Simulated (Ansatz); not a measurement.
Geometry optimisation, RKS PBE/STO-3G (Ansatz 0.2.0).

Input:

```yaml
crystal:
  periodic: [false, false, false]
  atoms:
    - { symbol: F, position_ang: [0.6537, 0.9384, -3.4048] }
    - { symbol: C, position_ang: [0.8588, -0.8009, 0.1283] }
    - { symbol: C, position_ang: [0.1551, -0.6963, 1.3467] }
    - { symbol: C, position_ang: [-0.8373, 0.2293, 1.1585] }
    - { symbol: "N", position_ang: [-0.747, 0.6735, -0.1252] }
    - { symbol: C, position_ang: [0.2769, 0.0605, -0.7662] }
    - { symbol: H, position_ang: [1.7007, -1.4413, -0.0602] }
    - { symbol: H, position_ang: [0.3565, -1.2392, 2.255] }
    - { symbol: H, position_ang: [-1.5903, 0.5964, 1.834] }
    - { symbol: H, position_ang: [-1.3358, 1.368, -0.5551] }
    - { symbol: H, position_ang: [0.5088, 0.3116, -1.811] }
total_charge: -1
basis:
  gaussian: { orbitals: STO-3G }
hamiltonian:
  xc: pbe
relax:
  f_tol: 0.02
  max_steps: 40
scf:
  lower_state_search: "off"
output:
  orbitals: {}
```

Launched with:

```bash
$ ansatz run input.yaml --threads 1 --pin off --max-ram 2048MiB --backend cpu --events-out ev --progress --plain --runs-dir out
```

Task: Where does it end, and by what steps?

Result: The run converged. Limits of this set-up: minimal basis, an anion without diffuse functions. After 9 steps the energy has fallen by 2.658 eV; H11 moved furthest, 0.58 Å. Parted: C6–H11 (1.10 → 1.60 Å).

| step | energy less start (eV) | largest force component (eV/Å) | accepted |
| --- | --- | --- | --- |
| 0 | 0.0000 | 4.969 | yes |
| 1 | -1.4221 | 4.852 | yes |
| 2 | -2.3226 | 1.534 | yes |
| 3 | -2.5858 | 1.177 | yes |
| 4 | -2.6459 | 0.541 | yes |
| 5 | -2.6475 | 0.370 | yes |
| 6 | -2.6504 | 0.525 | yes |
| 7 | -2.6571 | 0.062 | yes |
| 8 | -2.6577 | 0.033 | yes |
| 9 | -2.6579 | 0.010 | yes |

```xyz
11
Properties=species:S:1:pos:R:3
F 0.721 0.827 -3.365
C 0.852 -0.802 0.160
C 0.147 -0.724 1.415
C -0.872 0.214 1.259
N -0.753 0.674 -0.085
C 0.316 0.070 -0.830
H 1.712 -1.469 -0.006
H 0.353 -1.286 2.340
H -1.646 0.590 1.944
H -1.407 1.398 -0.481
H 0.577 0.507 -2.352
```

Whether the end is a true minimum wasn't checked by a vibrational analysis.

The run took 31 s on 1 thread of Arm Neoverse N1, with other jobs on the host, peak memory 0.11 GiB.
